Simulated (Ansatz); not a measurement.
Consider the formal hydrolysis of a C–O bond: `CCCOCF` + H₂O → `CCCO` + `OCF`.

Gas-phase electronic energies from Ansatz, PBE0-D4/def2-TZVP geometries. CCSD(T)/CBS is the MP2 limit (def2-TZVPP, def2-QZVPP) plus CCSD(T) − MP2 in def2-TZVPP, frozen cores. This one scheme is used for every species. Each species was taken in one conformer, which may not be the lowest.

| species | CCSD(T)/CBS(def2) energy (Eh) |
| --- | --- |
| `CCCOCF` | -332.58247 |
| H₂O | -76.37941 |
| `CCCO` | -194.14342 |
| `OCF` | -214.81254 |

Question: Work out ΔE.

Answer: ΔE = (-194.14342) + (-214.81254) − (-332.58247) − (-76.37941) = 0.00592 Eh = +15.5 kJ/mol.

Largest T1 diagnostic among the species: 0.011.

The D4 term adds +5.8 kJ/mol with B3LYP and +3.5 kJ/mol with PBE0; it sums over pairs of atoms, weighted by their polarisabilities, and B3LYP, whose exchange is more repulsive, gets the larger term. In def2-TZVPP, CCSD(T) changes the Hartree–Fock value by +10.2 kJ/mol (the triples alone add +1.8 kJ/mol) and MP2 by +11.6 kJ/mol.

B3LYP here is the variant with VWN-RPA as its local correlation; programs differ in this.
